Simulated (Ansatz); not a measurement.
input.yaml (Ansatz)

```yaml
crystal:
  lattice:
    - [3.2535341559, 0.0, 0.0]
    - [-1.6267670779, 2.8176432311, 0.0]
    - [0.0, 0.0, 5.1892721267]
  atoms:
    - { symbol: Zr, position: [0.3333333333, 0.6666666667, 0.25], spin: 1.0 }
    - { symbol: Zr, position: [0.6666666667, 0.3333333333, 0.75], spin: 1.0 }
hamiltonian:
  xc: revpbe
  pseudopotentials:
    kind: paw
    azcp:
      Zr: "pseudopotentials/Zr.paw.azcp"
basis:
  ecutwfc: 420
  fft_grid_basis: typed
kpoints:
  mp_grid: { grid: [6, 6, 3], shift: [0, 0, 0] }
magnetization:
  spin_polarized: true
scf:
  occupations: { method: fermi_dirac, width: 0.1 }
```

Terminal output

```
Engine: ansatz 0.2.0, x86_64-unknown-linux-gnu
Pseudopotentials: kind: paw
Pseudopotential: Zr, paw, valence charge 12, recommended cutoff 420 eV (normal) 
Functional definition: revPBE
  parameter kappa = 1.245
  parameter beta = 0.06672455060314922
  exchange = pbe_x(kappa = kappa, mu = beta*pi^2/3)
  correlation = pbe_c(beta = beta)
Crystal: 2 atoms, lattice volume = 47.572 Å³
Basis set: ecut = 420 eV, 941 PW (Γ)
Bands: 17, of which v1, the nominal top of the filled ones, is band 12 counted from 1 (11 counted from 0)
Symmetry: 24 space group operations
Space group: P63/mmc (ITA 194), of the structure as read, at distance tolerance 3.6e-5 Å
Magnetic group: BNS 194.263 (UNI 1493), of the structure as read, at distance tolerance 3.6e-5 Å
k-points: 14 of 108
Non-local potential: Zr, projectors of the file, l = 0: 3, l = 1: 2, l = 2: 2, l = 3: 2
PAW form: soft (Blöchl's): semilocal exchange-correlation on the pseudo side does not see the compensation charge
PAW frozen core: Zr, regenerated for the run's functional, and the local potential with it (the file was generated under x = pbe(κ = 0.804, μ = 0.2195149727645171), c = pbe(β = 0.06672455060314922))
PAW one-centre angular grid: Zr, 590 points (default); XC on 64 Gauss nodes
Initial density: superposition of atomic densities (chi_scale 0.1, normalization cell)
Starting moments: Σ|m| = 2 μB on 2 of 2 sites
Initial wavefunctions: pseudopotential atomic-orbital guess
Functional: x = revpbe(κ = 1.245, μ = 0.2195149727645171), c = pbe(β = 0.06672455060314922)
iter 1 solved again at ethr=2.25e-3 eV; its pass at ethr=3.10e-3 eV (dr2=5.40e-1 eV) is discarded
SCF iter   1: F=—  HF=-8377.631684 eV  |F-HF|=—  |Δ(HF+E_count)|=         —  Δρ=3.19e-2 (↑3.19e-2 ↓1.82e-2)  dr2=5.39e-1  dr2_m=2.00e-1  M=0.483 μB ∫|m|=0.483 μB  β_m=0.30  ethr=2.25e-3  ⟨swp⟩=1.0  Hψ=2670  notcnv=0
Mixer restart at iter 1: flushing history
spin=Collinear: Kerker preconditioning applied to the charge; magnetization (m = ρ↑ − ρ↓) channel mixes plain (no charge-response kernel on spin).
SCF iter   2: F=—  HF=-8377.498309 eV  |F-HF|=—  |Δ(HF+E_count)|=   1.33e-1  Δρ=2.36e-2 (↑2.36e-2 ↓1.37e-2)  dr2=3.16e-1  dr2_m=1.07e-1  M=0.417 μB ∫|m|=0.417 μB  β_m=0.65  ethr=2.25e-3  ⟨swp⟩=1.7  Hψ=528  notcnv=0
SCF iter   3: F=—  HF=-8377.390466 eV  |F-HF|=—  |Δ(HF+E_count)|=   1.08e-1  Δρ=2.27e-3 (↑2.27e-3 ↓1.86e-3)  dr2=3.23e-3  dr2_m=7.17e-4  M=0.106 μB ∫|m|=0.106 μB  β_m=0.82  ethr=1.31e-3  ⟨swp⟩=2.5  Hψ=896  notcnv=0
SCF iter   4: F=—  HF=-8377.392362 eV  |F-HF|=—  |Δ(HF+E_count)|=   1.90e-3  Δρ=4.76e-4 (↑4.71e-4 ↓4.76e-4)  dr2=1.00e-4  dr2_m=7.14e-5  M=0.038 μB ∫|m|=0.038 μB  β_m=0.89  ethr=1.35e-5  ⟨swp⟩=2.4  Hψ=710  notcnv=0
SCF iter   5: F=—  HF=-8377.392597 eV  |F-HF|=—  |Δ(HF+E_count)|=   2.35e-4  Δρ=1.93e-4 (↑1.83e-4 ↓1.93e-4)  dr2=4.67e-6  dr2_m=1.41e-5  M=0.016 μB ∫|m|=0.016 μB  β_m=0.95  ethr=4.18e-7  ⟨swp⟩=2.4  Hψ=829  notcnv=0
SCF iter   6: F=—  HF=-8377.392643 eV  |F-HF|=—  |Δ(HF+E_count)|=   4.62e-5  Δρ=5.75e-5 (↑5.14e-5 ↓5.75e-5)  dr2=5.15e-7  dr2_m=1.18e-6  M=0.004 μB ∫|m|=0.004 μB  β_m=0.97  ethr=1.94e-8  ⟨swp⟩=2.1  Hψ=816  notcnv=0
SCF iter   7: F=—  HF=-8377.392646 eV  |F-HF|=—  |Δ(HF+E_count)|=   2.84e-6  Δρ=4.08e-6 (↑4.08e-6 ↓3.93e-6)  dr2=1.46e-8  dr2_m=3.26e-9  M=0.000 μB ∫|m|=0.000 μB  β_m=0.99  ethr=2.14e-9  ⟨swp⟩=2.0  Hψ=820  notcnv=0
SCF iter   8: F=—  HF=-8377.392646 eV  |F-HF|=—  |Δ(HF+E_count)|=   7.39e-9  Δρ=1.27e-6 (↑1.27e-6 ↓1.15e-6)  dr2=4.05e-10  dr2_m=5.29e-10  M=0.000 μB ∫|m|=0.000 μB  β_m=0.99  ethr=6.07e-11  ⟨swp⟩=2.5  Hψ=731  notcnv=0
SCF iter   9: F=—  HF=-8377.392646 eV  |F-HF|=—  |Δ(HF+E_count)|=   1.33e-9  Δρ=1.53e-7 (↑1.05e-7 ↓1.53e-7)  dr2=1.38e-11  dr2_m=3.64e-12  M=0.000 μB ∫|m|=0.000 μB  β_m=1.00  ethr=1.69e-12  ⟨swp⟩=2.1  Hψ=827  notcnv=0
SCF iter  10: F=-8377.392646 eV  HF=-8377.392646 eV  |F-HF|=1.82e-12  |Δ(HF+E_count)|=  2.18e-11  Δρ=1.85e-8 (↑1.85e-8 ↓1.77e-8)  dr2=3.18e-13  dr2_m=4.52e-14  M=0.000 μB ∫|m|=0.000 μB  ethr=1.00e-12  ⟨swp⟩=1.0  Hψ=1071  notcnv=0
SCF 1 converged in 10 iterations: F = -8377.392646 eV  dr2 = 3.18e-13
WARN: the starting moments were not kept: the SCF closed with an absolute magnetisation of 4.8e-7 μB, where they sum to 2 μB in size (2 sites). That is at most 0.1 of that sum. Measured as dr2_m measures the in/out step, that magnetisation stands 2.0e-14 eV from none, at or under the dr2_threshold of 1.0e-7 eV: it is no larger than a step whose dr2_m would equal this threshold. The system may hold no moment; this SCF shows only that its start led to no more than that. To try another start: raise the starting moments (crystal.atoms[].spin, magnetization.per_species, magnetization.initial_magnetization, or on a non-collinear deck that types none of these the spinor_matrix: blocks that start its atoms; where the total moment is fixed, keep their sum and leave initial_magnetization as it is; typed ones take the place of any that the run laid by itself, positive ones on a crystal's lanthanoids without a Hubbard term where scf.initial_density.shell_occupations: [] is typed) or, if the notice of its spin-set hold's release reads "site moments contracting" or "site moments show no strong build", lengthen the hold (scf.mixing.spin_hold: { on: { confirm: 4 } }; for m-r²SCAN on two components see the key's manual first). Each may lead to a state that holds a moment. A second SCF, from the converged charge density, with the starting moments and any scf.initial_density.shell_occupations laid on it anew, would have followed, and was not run: the deck does not ask for one (magnetization.retry_lost_moments is false, the default). To let it run, set magnetization.retry_lost_moments: true and run the deck again, where that key's refused combinations let it; where memory then withholds it, that run's warning says so.
SCF converged after 10 iterations
Magnetization: 0.0000 μB (12.0000 up, 12.0000 down)
Absolute magnetization: 0.0000 μB (∫|ρ↑−ρ↓|, with the PAW one-centre terms)
Spin contamination: 0.0000 ħ² per cell (⟨S²⟩ above its minimum at these occupations)
Per-site moments (μB) at R_I (Å): [(-7.617608706583868e-9, 1.3213290720704085), (-7.617608578226148e-9, 1.3213290720704085)]
Free energy (F): -8377.392646 eV
Harris-Foulkes:  -8377.392646 eV  (|F-HF|=1.82e-12)
Internal energy: -8377.294503 eV  (E = F + TS)
E sigma→0 (E₀):  -8377.343574 eV
Entropy (-TS):   -0.098143 eV (-49.071 meV/atom)
Fermi energy:    13.703783 eV
--- Per-component energies (eV) ---
  E_band       = -201.207571
  E_kinetic    = 664.192969
  E_local      = -1272.541098  (includes V_loc(G=0)·N_el)
  E_nonlocal   = 159.656525
  E_hartree    = 394.060133
  E_xc         = -322.919065
  E_vxc        = -380.723536  (∫ρ·V_xc dr)
  E_paw        = -5917.412586  (= ΣΔE_a)
  E_vpaw       = -159.912741  (= ΣTr[D̂ρ^β])
  E_aug_tail   = 0.000049  (compensation charges beyond the density's cutoff)
  E_ewald      = -2082.219667
  E_core_change = -0.111763  (= ΣΔE_core)
  E_smearing   = -0.098143  (= −TS)
  E_closure    = 0.000000  (closes the sum)
  Σ components = -8377.392646   (vs F -8377.392646, Δ=0.00e0)
```
